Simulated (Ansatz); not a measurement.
## Ga (model structure, started from the dhcp type, P6₃/mmc, No. 194, 4 atoms in the cell): lattice parameter a by level of theory

No measured value is used here.

```csv
level (code),value (Å)
PBE (Ansatz),2.986
PBEsol (Ansatz),2.922
PBE-D3(BJ) (Ansatz),2.934
```

Ansatz's density-functional and Hartree–Fock values are scalar-relativistic unless marked +SOC, with PAW data made under PBE.

A model structure was made by putting elements into a prototype or built by hand; it is no filed structure, need not be a known phase, and can be a saddle point held by its symmetry.

Ansatz is a first-principles code.
